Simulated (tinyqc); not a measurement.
UHF in the sto-3g basis, for H2O+, spin multiplicity 2, step by step. Computed by tinyqc, a small Python program that keeps every step (integrals from PySCF). Settings: charge = 1, multiplicity = 2, basis = sto-3g, energy threshold = 1e-10, iteration cap = 71, orthogonalisation = symmetric, start = Wolfsberg-Helmholz matrix, DIIS depth = 3, damping = 0.3, method = UHF. Command: `OMP_NUM_THREADS=1 python tinyqc.py 22955 22956 out.jsonl` (the two numbers bound the seeds that draw the settings). One thread of a shared host (Intel(R) Xeon(R) Processor @ 2.60GHz), about 0.1 s of CPU time with the checks.

Geometry (angstrom):
```
atom         x          y         z
O     0.000000   0.000000  0.000000
H     0.000000   0.755000  0.550000
H     0.000000  -0.755000  0.550000
```

Stop when the energy changes by less than 1e-10 hartree and every element of the error matrix X^T (F D S - S D F) X (for each spin) is below 3e-06.

Course of the cycle:
```
iteration   E (hartree)     change  largest element of the error matrix
1          -74.46154589          -                             2.02e-01
2          -74.57387115  -1.12e-01                             9.60e-02
3          -74.62169087  -4.78e-02                             3.60e-02
4          -74.63883906  -1.71e-02                             1.13e-02
5          -74.64443079  -5.59e-03                             3.54e-03
6          -74.64616376  -1.73e-03                             1.13e-03
7          -74.64669226  -5.29e-04                             3.63e-04
8          -74.64685206  -1.60e-04                             1.10e-04
9          -74.64690022  -4.82e-05                             3.25e-05
10         -74.64691468  -1.45e-05                             9.61e-06
11         -74.64691902  -4.34e-06                             2.88e-06
12         -74.64692033  -1.30e-06                             9.01e-07
13         -74.64692072  -3.91e-07                             2.90e-07
14         -74.64692083  -1.17e-07                             9.65e-08
15         -74.64692087  -3.52e-08                             3.41e-08
16         -74.64692088  -1.05e-08                             1.28e-08
17         -74.64692088  -3.16e-09                             5.22e-09
18         -74.64692088  -9.50e-10                             1.70e-09
19         -74.64692088  -2.85e-10                             5.23e-10
20         -74.64692088  -8.54e-11                             1.55e-10
```

Can the last value be used, and what does the course show?

Yes. Converged in 20 iterations. PySCF UHF in the same basis, after a stability check = -74.64692088 hartree.
